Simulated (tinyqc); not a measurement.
Worked calculation: Hueckel theory of the pi electrons with the omega technique, for the molecule C=C[CH2+] (SMILES; centres numbered as the heavy atoms are written). One step of it, computed by the program tinyqc.

Problem. Orbitals, round 1. Diagonalise; E = alpha + x beta with beta < 0, so the largest x are filled first; degenerate levels share their electrons. P = sum n_i c_ri c_si; each orbital has its largest coefficient positive (the first on a tie).

Hueckel matrix in units of beta (H = alpha + beta A):
```
,1C,2C,3C
1C,0.000000,1.000000,0.000000
2C,1.000000,0.000000,1.000000
3C,0.000000,1.000000,0.000000
```

pi electrons, sum of z_r less the charge = 2

Give: x values; occupations; coefficients; charge and bond-order matrix P.

Solution.

x values: 1.4142  0.0000  -1.4142

occupations: 2.0000  0.0000  0.0000

coefficients:
```
,MO1,MO2,MO3
1C,0.5000,0.7071,-0.5000
2C,0.7071,0.0000,0.7071
3C,0.5000,-0.7071,-0.5000
```

charge and bond-order matrix P:
```
,1C,2C,3C
1C,0.5000,0.7071,0.5000
2C,0.7071,1.0000,0.7071
3C,0.5000,0.7071,0.5000
```
